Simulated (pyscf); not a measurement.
Optimised with ωB97X-D3(BJ)/def2-SVP in PySCF.

Task: Estimate by transition-state theory the rate constant of H₂N–Bi(OH)–OH (SMILES [NH2][Bi]([OH])[OH]) + H₂O (SMILES O) -> HO–Bi(OH)–OH (SMILES [OH][Bi]([OH])[OH]) + NH₃ (SMILES N) (singlet surface; Bi–N, H–O broken, Bi–O, H–N formed) at 600 K, with ωB97M-D3(BJ)/def2-TZVP energies (ideal gas, 1 atm, RRHO with modes under 100 cm⁻¹ raised to 100, one conformer, R ln 2 for chiral ones without a mode under 150 cm⁻¹; no tunnelling).

Result: The electronic barrier is 1.2 kcal/mol and the thermal terms add +22.1, so ΔG‡ = 23.3 kcal/mol. With k_BT/h = 1.25e+13 s⁻¹ and RT = 1.192 kcal/mol, and a volume of 8.18e-20 cm³ per molecule at 1 atm, k = 3.4e-15 cm³ molecule⁻¹ s⁻¹. Wigner's tunnelling factor for 946i cm⁻¹ would be 1.21. A shift of 1 kcal/mol in the barrier changes k by a factor 2.3. On the reactant side the descent ends in a bound adduct, 12.3 kcal/mol under the separated species and 12.0 kcal/mol under the saddle at ωB97X-D3(BJ)/def2-TZVP. On the product side the descent ends in an adduct with a Bi–N contact (not fully relaxed), 13.3 kcal/mol under the separated species and 21.8 kcal/mol under the saddle at ωB97X-D3(BJ)/def2-TZVP. What is counted as broken (Bi–N) persists as a longer contact in the product adduct; parting that adduct is a step of its own. One saddle was located; it need not be the lowest between these sides. Elements past Kr carry the def2 core potentials, without spin-orbit coupling.
